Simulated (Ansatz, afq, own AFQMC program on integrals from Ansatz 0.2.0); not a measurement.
# SiH4 + F, doublet in cc-pVTZ along one coordinate

| atom | x (Å) | y (Å) | z (Å) |
| --- | --- | --- | --- |
| Si | -1.0102 | 0.0000 | 0.0000 |
| H | -1.5051 | 1.3997 | 0.0000 |
| H | -1.5051 | -0.6999 | 1.2122 |
| H | -1.5051 | -0.6999 | -1.2122 |
| H | 0.4744 | 0.0000 | 0.0000 |
| F | 1.7078 | 0.0000 | 0.0000 |

A hydrogen atom is moved from one rigid fragment to the other; the Si1–H5 distance tells how far. The two fragments are held close together, so this isn't a minimum-energy path and the start is a compressed complex. Energies in eV count from this geometry (1.485 Å) at the same level; the start stands on UHF, each point on the determinant named.

Basis cc-pVTZ. Noble-gas cores (and the filled d shells of Ga–Kr and In–Xe) are frozen. Integrals, coupled cluster, full CI and functionals: Ansatz 0.2.0; the random walks run on the same integrals in our own AFQMC program. The CISD trial takes its coefficients from CCSD amplitudes. Released means that phaseless walkers are propagated on without the constraint, phases kept. Uncertainties: one standard error, sampling alone.

| r(Si1–H5) / Å | det. | T1 | weight | ⟨S²⟩ | CCSD | B2PLYP | CCSD(T) |
| --- | --- | --- | --- | --- | --- | --- | --- |
| 1.580 | UHF | 0.018 | 0.87 | 0.78 | -0.342 | -0.331 | -0.357 |
| 1.627 | UHF | 0.016 | 0.87 | 0.77 | -0.513 | -0.483 | -0.530 |
| 1.675 | UHF | 0.015 | 0.87 | 0.77 | -0.679 | -0.624 | -0.693 |
| 1.723 | UHF | 0.014 | 0.88 | 0.76 | -0.818 | -0.733 | -0.826 |
| 1.818 | UHF | 0.013 | 0.88 | 0.76 | -0.895 | -0.750 | -0.887 |

Q: Estimate the curve of phaseless AFQMC with a CISD trial, counted from the same start.

A: 
| r(Si1–H5) / Å | det. | T1 | weight | ⟨S²⟩ | ph-AFQMC/CISD | released AFQMC |
| --- | --- | --- | --- | --- | --- | --- |
| 1.580 | UHF | 0.018 | 0.87 | 0.78 | -0.373 ± 0.007 | – |
| 1.627 | UHF | 0.016 | 0.87 | 0.77 | -0.536 ± 0.008 | -0.537 ± 0.012 |
| 1.675 | UHF | 0.015 | 0.87 | 0.77 | -0.707 ± 0.008 | -0.682 ± 0.013 |
| 1.723 | UHF | 0.014 | 0.88 | 0.76 | -0.820 ± 0.008 | -0.807 ± 0.015 |
| 1.818 | UHF | 0.013 | 0.88 | 0.76 | -0.886 ± 0.008 | – |

Weight is that of the determinant in the CISD state; at the start T1 is 0.026 and the weight 0.86, and ⟨S²⟩ is 0.78. A dash marks a missing value, a released energy that hasn't settled or a functional that sits on another state. Largest departures from phaseless AFQMC with a CISD trial: CCSD(T) 0.016 eV at 1.580 (on UHF), released AFQMC 0.024 eV at 1.675 (on UHF) (within the noise), CCSD 0.031 eV at 1.580 (on UHF), B2PLYP 0.135 eV at 1.818. The walk's constraint bias lies outside its error bars, so these are departures and not errors. Functionals count only at points shown to share the start's state and spin.

A walk keeps the symmetry of its determinant, which the program's search chose and which needn't be the lowest solution, so a lower state of the same spin and another symmetry isn't excluded. Released energies are given only where the last usable release times agree within the noise; a slower fall can still hide under it.
